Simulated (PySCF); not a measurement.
Level of theory: PBE0-D3(BJ)/def2-TZVP (PySCF 2.14.0). Gas-phase values, no solvent. One relaxed conformer stands for a flexible species; it need not be the lowest. 

Reference species (SMILES): `[SiH4]` (neutral, multiplicity 1).

```json
{
  "HOMO": "-9.86 eV",
  "HOMO–LUMO gap": "10.93 eV"
}
```

Changed species: `O[SiH2]O` (H–O–Si–O torsion 66°, O–Si–O–H torsion 66°) (2 of 4 OH replaced by H; the reference has 4 of 4 OH replaced by H).

Task: Give the shifts of the HOMO and HOMO–LUMO gap.

Result: the HOMO goes up by 0.97 eV, to -8.89 eV; the HOMO–LUMO gap drops by 1.52 eV, to 9.41 eV.
